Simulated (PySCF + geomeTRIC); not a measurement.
Calculation: PBE0-D4/def2-SVP in PySCF + geomeTRIC. fastk is a local helper that only speeds up exchange builds. No frequencies were computed at this level.

```python
import json, numpy as np
from pyscf import gto, dft
from fastk import lowrank_exchange
atoms = """
C     -0.359454     0.049707     0.014139
O      0.957070     0.236155    -0.443383
H     -0.464377     0.324036     1.069525
H     -0.692230    -0.985396    -0.119740
H     -0.990882     0.703409    -0.584638
H      1.549872    -0.327910     0.064098
"""
def scf(charge, spin, dm0=None):
    mol = gto.M(atom=atoms, basis='def2-svp', ecp={}, charge=charge, spin=spin, verbose=3, max_memory=10080)
    mf = dft.KS(mol, xc='pbe0').density_fit(auxbasis="def2-universal-jkfit")
    mf.disp = 'd4'
    mf.grids.level = 3
    mf.conv_tol = 1e-8
    mf.max_cycle = 60
    mf.kernel(dm0)
    if not mf.converged:
        mf = mf.newton().run(mf.mo_coeff, mf.mo_occ).undo_soscf()
    return mf
mf = scf(0, 0)
from pyscf.geomopt.geometric_solver import kernel as optimize
path = []
done, mol = optimize(mf, maxsteps=80, assert_convergence=False, callback=lambda env: path.append((env["energy"], bool(env["g_scanner"].converged))))
res = dict(converged=bool(done and path[-1][1]), energy=path[-1][0], path=[e for e, c in path], xyz=mol.atom_coords(unit="Angstrom").tolist(), nao=mol.nao)
json.dump(res, open("result.json", "w"))
```

Output:

```
converged SCF energy = -115.499365899604
Geometry optimization cycle 1
converged SCF energy = -115.49936589968
cycle 1: E = -115.4993659  dE = -115.499  norm(grad) = 0.0240841
Geometry optimization cycle 2
converged SCF energy = -115.499915955012
cycle 2: E = -115.499915955  dE = -0.000550055  norm(grad) = 0.00703148
Geometry optimization cycle 3
converged SCF energy = -115.49994920603
cycle 3: E = -115.499949206  dE = -3.3251e-05  norm(grad) = 0.00166891
Geometry optimization cycle 4
converged SCF energy = -115.499952081693
cycle 4: E = -115.499952082  dE = -2.87566e-06  norm(grad) = 0.000169183
Geometry optimization cycle 5
converged SCF energy = -115.499952121552
cycle 5: E = -115.499952122  dE = -3.98592e-08  norm(grad) = 3.30602e-05
<class 'geometric.internal.Distance'> : 5
<class 'geometric.internal.Angle'> : 7
<class 'geometric.internal.Dihedral'> : 3
<class 'geometric.internal.TranslationX'> : 1
<class 'geometric.internal.TranslationY'> : 1
<class 'geometric.internal.TranslationZ'> : 1
<class 'geometric.internal.RotationA'> : 1
<class 'geometric.internal.RotationB'> : 1
<class 'geometric.internal.RotationC'> : 1
Step    0 : Gradient = 9.832e-03/1.929e-02 (rms/max) Energy = -115.4993658997
Step    1 : Displace = 1.161e-02/1.657e-02 (rms/max) Trust = 1.000e-01 (=) Grad = 2.871e-03/5.485e-03 (rms/max) E (change) = -115.4999159550 (-5.501e-04) Quality = 1.060
Step    2 : Displace = 2.722e-03/4.209e-03 (rms/max) Trust = 1.414e-01 (+) Grad = 6.813e-04/1.172e-03 (rms/max) E (change) = -115.4999492060 (-3.325e-05) Quality = 1.168
Step    3 : Displace = 1.216e-03/1.578e-03 (rms/max) Trust = 2.000e-01 (+) Grad = 6.907e-05/1.109e-04 (rms/max) E (change) = -115.4999520817 (-2.876e-06) Quality = 0.993
Step    4 : Displace = 1.659e-04/2.885e-04 (rms/max) Trust = 2.828e-01 (+) Grad = 1.350e-05/2.018e-05 (rms/max) E (change) = -115.4999521216 (-3.986e-08) Quality = 0.755
Converged! =D
```

Cost: very roughly 12 core-seconds.
